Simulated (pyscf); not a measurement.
HO–Ti(OH)(F)–F + H₂ → H₂O + HO–TiH(F)–F (four-centre exchange; singlet surface; O–Ti, H–H broken, H–O, H–Ti formed). PySCF, gas phase, ωB97X-D3(BJ)/def2-SVP geometries. Energies in kcal/mol from the separated reactants.

```
level                   barrier  reaction energy
----------------------  -------  ---------------
r²SCAN/def2-TZVP              …            +36.3
B3LYP-D3(BJ)/def2-TZVP     35.1            +33.7
PBE0-D3(BJ)/def2-TZVP      32.5            +32.4
M06-2X/def2-TZVP              …                …
ωB97M-D3(BJ)/def2-TZVP     35.4            +30.8
HF/def2-TZVP               48.1            +28.7
```

### Question
Complete the blanks.

### Answer

- r²SCAN/def2-TZVP, barrier: 32.3
- M06-2X/def2-TZVP, barrier: 36.0
- M06-2X/def2-TZVP, reaction energy: +33.6

On the product side the descent ends in an adduct with a O–Ti contact, 13.5 kcal/mol under the separated species and 15.9 kcal/mol under the saddle at ωB97X-D3(BJ)/def2-TZVP. At r²SCAN the saddle lies under the separated products, which points to a path from their complex (located at ωB97X-D3(BJ) alone), and parting the products costs more than the saddle. What is counted as broken (O–Ti) persists as a longer contact in the product adduct; parting that adduct is a step of its own. At the saddle there is also a short H–Ti contact that neither side keeps. One saddle was located; it need not be the lowest between these sides.
